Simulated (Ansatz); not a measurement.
Frontier orbitals of H₄OSi₂.

```tsv
atom	x (Å)	y (Å)	z (Å)
O1	-0.365	-0.940	0.044
Si2	-0.502	-1.537	1.571
Si3	0.107	0.402	-0.796
H4	0.569	1.451	0.149
H5	0.029	-0.293	2.327
H6	1.210	0.020	-1.712
H7	-1.048	0.897	-1.583
```

Charge 0, multiplicity 1. The bonds changed during the relaxation, so this is another structure than the one it started from. The structure was optimised at the PBE0-D4/def2-TZVP level. Basis def2-TZVPP, Ansatz.

| functional | HOMO (eV) | LUMO (eV) |
| --- | --- | --- |
| PBE0 | -6.56 | -2.23 |

Question: Give HOMO and LUMO (eV) with LDA (SPW92), PBE, revPBE, BLYP, r2SCAN, B97M-V, B3LYP, r2SCANh, r2SCAN0, HSE06 (plane-wave form), BHLYP, CAM-B3LYP, LC-ωPBE, ωB97X-V, ωB97M-V, HF. (Estimate.)

Answer: The calculation gave: 
```tsv
functional	HOMO	LUMO
LDA (SPW92)	-5.53	-3.27
PBE	-5.47	-3.09
revPBE	-5.45	-3.03
BLYP	-5.37	-2.94
r2SCAN	-5.68	-2.96
B97M-V	-5.81	-2.98
B3LYP	-6.39	-2.42
r2SCANh	-6.08	-2.63
r2SCAN0	-6.69	-2.15
HSE06 (plane-wave form)	-6.16	-2.61
BHLYP	-7.55	-1.28
CAM-B3LYP	-7.86	-1.11
LC-ωPBE	-9.15	0.00
ωB97X-V	-8.84	-0.09
ωB97M-V	-8.67	-0.23
HF	-9.05	0.93
```

B3LYP here is the variant with VWN-RPA as its local correlation; programs differ in this. LC-ωPBE has ω = 0.4 bohr⁻¹.
